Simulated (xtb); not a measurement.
xtb input:

```bash
xtb mol.xyz --gfn 2 --ohess tight --chrg 0 --uhf 0
```
mol.xyz:
```
8

C     -1.25396318    -0.20180078     0.01601502
O     -1.03873640    -1.40504208    -0.00545570
O     -0.32376489     0.77327666     0.00282290
H     -2.27190565     0.21281334     0.03142677
C      0.96318043     0.23027363     0.03786262
H      1.60203721     1.17539423     0.03308724
H      1.18014965    -0.34707654     0.90402954
H      1.16243796    -0.31387615    -0.90487927
```

What final total energy does it print?

-14.44337 Eh (GFN2-xTB).
